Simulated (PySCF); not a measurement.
**`[Na][Na]`, Na2**

Geometry (Å), atoms numbered from 1 in this order:
```xyz
2

Na    1.5623   -0.0040   -0.0028
Na   -1.5615    0.0037   -0.0121
```

Method: GIAO KT2/aug-pcSseg-2 magnetisability, rotational g tensor and spin-rotation constants, non-relativistic, gas phase in PySCF 2.14.0. Geometry: PBE0-D3(BJ)/def2-SVP.

The gap is small, so the large paramagnetic part is uncertain.

Task: How diamagnetic is it, and how anisotropic?

Result: Isotropic -735 × 10⁻³⁰ J/T², or -44.3 × 10⁻⁶ cm³/mol; principal values -777, -777, -651 × 10⁻³⁰ J/T², anisotropy 126 × 10⁻³⁰ J/T² (root of half the summed squared differences of the principal values). The susceptibility is in cgs units.

Task: Split it along the inertial axes a, b, c into diamagnetic and paramagnetic parts about the centre of mass, with the quadrupole moment.

Result: 
| axis | χ (10⁻⁶ cm³/mol) | diamagnetic (10⁻⁶ cm³/mol) | paramagnetic (10⁻⁶ cm³/mol) | summed x² of all electrons (Å²) | quadrupole Θ (D Å) |
| --- | --- | --- | --- | --- | --- |
| a | -39.2 | -39.2 | 0.0 | 55.9 | +11.46 |
| b | -46.8 | -256.8 | 210.0 | 4.6 | -5.73 |
| c | -46.8 | -256.8 | 210.0 | 4.6 | -5.73 |

Anisotropies 2χaa − χbb − χcc = +15.2 and 2χbb − χaa − χcc = -7.6 × 10⁻⁶ cm³/mol. Θ is traceless in Buckingham's convention.

Task: And the rotational g tensor?

Result: 
```tsv
axis	rotational constant (GHz)	g	nuclear part	electronic part
b	4.5054	+0.0375	0.4820	-0.4445
c	4.5054	+0.0375	0.4820	-0.4445
```
Linear; isotopes 23Na; no vibrational averaging.
